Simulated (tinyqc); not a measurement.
The basis set: RHF and MP2 along a ladder of basis sets, for HF, spin multiplicity 1. Computed by the program tinyqc with PySCF. 

Geometry (angstrom):
```
atom       x       y       z
F     0.0000  0.0000  0.0000
H     0.0000  0.0000  0.8570
```

Same geometry throughout; the dipole is taken about the origin.

RHF and frozen-core MP2 in a ladder of bases:
```
basis        functions  E(RHF) (hartree)  E(MP2 corr) (hartree)  HOMO (eV)  LUMO (eV)  dipole (debye)
sto-3g               6        -98.557521              -0.014835   -12.7003    18.8862          1.3480
3-21g               11        -99.451882              -0.118045   -16.4330     7.8899          2.0937
6-31g               11        -99.978151              -0.124422   -17.3202     6.1512          2.2112
6-31g**             19       -100.007556              -0.179210   -17.2288     6.4471          1.8720
cc-pvdz             19       -100.016886              -0.198992   -17.2847     5.3249          1.8296
aug-cc-pvdz         32       -100.031132              -0.218770   -17.8799     1.0175          1.8164
cc-pvtz             44       -100.056055              -0.268845   -17.6787     4.1316          1.8271
```

From cc-pVDZ to cc-pVTZ the RHF energy falls by 39.2 mhartree and the correlation energy by 69.9. If valence correlation converges as X^-3, (27 E(T) - 8 E(D))/19 gives -0.2983 hartree, a rough estimate from such small X that usually falls short; STO-3G holds about 5 % of it. Beyond STO-3G the LUMO moves by 6.9 eV and the HOMO by 1.4 eV; diffuse functions lower the positive LUMO sharply, since an unbound virtual level tracks the most diffuse function.
